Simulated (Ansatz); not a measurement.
# Al₂H₄S (SMILES [AlH2][AlH][SH]): functionals against CCSD(T) at one geometry

An exercise on one series of results from a longer session: the logs are not shown, and one member is left open.

The runs use Ansatz 0.2.0, Gaussian basis; single points in def2-TZVPP.

Cores are frozen in the correlated methods.

### Starting geometry

SMILES `[AlH2][AlH][SH]`, 7 atoms, charge 0, spin multiplicity 1.

Atoms are counted from 1 here; the program's logs count them from 0.

Bond lengths: Al1–Al2 2.539 Å, Al1–H4 1.457 Å, Al1–H5 1.615 Å, Al2–S3 2.234 Å, Al2–H6 1.521 Å, S3–H7 1.386 Å. Angles: Al2–Al1–H4 110.2°, Al2–Al1–H5 132.4°, H4–Al1–H5 117.4°, Al1–Al2–S3 110.1°, Al1–Al2–H6 133.7°, S3–Al2–H6 116.2°, Al2–S3–H7 91.3°.

As a file:

```xyz
7

Al   -1.27520    0.62180   -0.95810
Al    0.56010    0.32190    0.77010
S     1.06070   -1.84440    0.99250
H    -1.53890   -0.64010   -1.63680
H    -2.16800    1.89750   -1.38760
H     1.34040    1.28450    1.65150
H     2.24350   -1.67670    0.28970
```

Set-up of the first run:

The input, run/in.yaml:

```yaml
crystal:
  periodic: [false, false, false]
  atoms:
    - {symbol: Al, position_ang: [-1.275200, 0.621800, -0.958100]}
    - {symbol: Al, position_ang: [0.560100, 0.321900, 0.770100]}
    - {symbol: S, position_ang: [1.060700, -1.844400, 0.992500]}
    - {symbol: H, position_ang: [-1.538900, -0.640100, -1.636800]}
    - {symbol: H, position_ang: [-2.168000, 1.897500, -1.387600]}
    - {symbol: H, position_ang: [1.340400, 1.284500, 1.651500]}
    - {symbol: H, position_ang: [2.243500, -1.676700, 0.289700]}
basis:
  gaussian: {orbitals: def2-TZVPP}
correlation: {method: ccsd_t}
output: {forces: true}
```

No record of the launch command was kept for these runs.

Among the steps run: CCSD(T)/def2-TZVPP; PBE0-D4/def2-TZVPP; wB97M-V/def2-TZVPP; r2SCAN-D4/def2-TZVPP; PBE-D4/def2-TZVPP; BHLYP-D4/def2-TZVPP; B97M-V/def2-TZVPP.

One table of the session follows, with a row left open; its other results are not shown here.

| method | RMS force component (eV/Å) | angle to CCSD(T) forces (°) | dipole (D) |
| --- | --- | --- | --- |
| CCSD(T) | 0.801 | reference | 1.42 |
| PBE0-D4 | ? | ? | ? |
| wB97M-V | 0.775 | 3.4 | 1.43 |
| r2SCAN-D4 | 0.800 | 2.7 | 1.36 |
| PBE-D4 | 0.803 | 9.0 | 1.27 |
| BHLYP-D4 | 0.794 | 7.3 | 1.52 |
| B97M-V | 0.788 | 3.6 | 1.25 |

Estimate the missing values for PBE0-D4.

**Answer.** RMS force component (eV/Å): 0.808; angle to CCSD(T) forces (°): 3.2; dipole (D): 1.40. In the column «RMS force component (eV/Å)» it is the highest.
